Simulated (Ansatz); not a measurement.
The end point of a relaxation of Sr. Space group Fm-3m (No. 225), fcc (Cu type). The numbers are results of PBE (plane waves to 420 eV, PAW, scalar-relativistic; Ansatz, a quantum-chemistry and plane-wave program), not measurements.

Space group Fm-3m (No. 225); a = b = c = 6.030 Å, α = β = γ = 90.00°

```csv
atom,site,symmetry,x,y,z
Sr,4a,m-3m,0.0000,0.0000,0.0000
```
(The calculation used a cell of 1 atom; values per cell refer to that cell.)

**Question.** What band gap does PBE give?

**Answer.** No gap on the sampled points, where the bands overlap only slightly; such a result is sensitive to mesh and level.

No spin polarisation in the result.

Measured for Sr: a 6.045 Å (static lattice; corrected from measurement; as listed in Gábor I. Csonka et al., Physical Review B (2009)). Computed minus measured — a: PBE -0.2 %. The computed values are for a static lattice.

The run could not lose the symmetry of its start.
